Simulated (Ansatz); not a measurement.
This Ansatz (a quantum-chemistry and plane-wave program) input (B3LYP/6-311++G(3df,3pd)) gives -1.18003 Eh with 36 basis functions. A basis named .json is the Basis Set Exchange file of that set (core-valence sets with the plain set on hydrogen).

Ansatz 0.2 input:
```yaml
crystal:
  periodic: [false, false, false]
  atoms:
    - {symbol: H, position_ang: [-0.00000000, -0.00000000, -0.37201156]}
    - {symbol: H, position_ang: [0.00000000, 0.00000000, 0.37201156]}
basis:
  gaussian:
    orbitals: 6-311++G_3df_3pd_.json
hamiltonian:
  xc: {name: B3LYP}
magnetization: {spin_polarized: false}
```

Change:
```diff
- orbitals: 6-311++G_3df_3pd_.json
+ orbitals: def2-QZVPP.json
```

Problem. What does the run give now?

Solution. -1.18063 Eh (B3LYP/def2-QZVPP, 60 functions), a change of -0.60 mEh.
